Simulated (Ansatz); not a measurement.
System: tetradymite Bi2Te3. Method: PBEsol (Ansatz, a quantum-chemistry and plane-wave program, plane waves, PAW).

Total energies, extrapolated to zero smearing (they compare only within this program, potentials and cutoff):

| system | energy (eV/atom) |
|---|---|
| tetradymite Bi2Te3, relaxed | -9037.9327 |
| rhombohedral A7 Bi | -12242.0009 |
| trigonal Te | -6901.5138 |

Task: Work out the formation enthalpy per atom.

Result: ΔH_f ≈ ΔE = -9037.9327 − [2 × (-12242.0009) + 3 × (-6901.5138)]/5 = -0.224 eV/atom (0 K, no vibrations). The reference value is -0.163 ± 0.004 eV/atom (measured, 298 K, copied from a table, unchecked, no zero-point or thermal correction; as tabulated in Wang et al. (2021), doi:10.1038/s41598-021-94550-5), a difference of -0.061 eV/atom.

Spin–orbit coupling is left out; its size isn't shown.

The PAW data were made under PBE.

Note: the cell comes from a level without a dispersion term, which matters for the spacing of layers, chains or molecules.
